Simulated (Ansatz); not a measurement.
```xyz
6

F     1.555   -0.604   -1.136
C     0.580   -0.156   -0.418
C    -0.045    0.658    0.317
F    -0.247    1.744    0.985
N    -0.502   -0.762    0.416
H    -1.339   -0.880   -0.164
```

Charge 0, multiplicity 1.

List the PBE/def2-TZVPP orbital energies in eV (Ansatz 0.2.0). (Best estimate.)

Computed: Occupied: -662.01, -662.01, -381.32, -272.45, -272.41, -32.47, -32.40, -24.88, -17.30, -16.12, -15.28, -13.32, -12.64, -12.39, -12.14, -10.12, -9.09, -8.22, -5.05. Lowest empty: -0.76, -0.26, 1.28, 1.36, 3.00, 3.19, 4.75, 4.94.
